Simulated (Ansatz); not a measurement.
Two shapes of doublet H2O(+).

Shape 1:

```xyz
3

O     0.0000    0.0000   -0.1168
H     0.0000    0.8204    0.4674
H     0.0000   -0.8204    0.4674
```

Shape 2:

```xyz
3

O     0.0008    0.0480   -0.1307
H    -0.0138    0.7737    0.4560
H    -0.0113   -0.8068    0.5142
```

Basis set: 6-31G* (spherical functions). Frozen core: 1 orbital. Charge 1, multiplicity 2.

Computed with Ansatz (development build ahead of 0.2.0); each method stands on the lowest determinant of its kind that the runs found.

Task: Which shape is lower in energy, and by how much in each method?

Result:

```tsv
method	E(2) − E(1) (eV)
UHF	0.223
UHF-MP2	0.229
```

Shape 1 is lower.
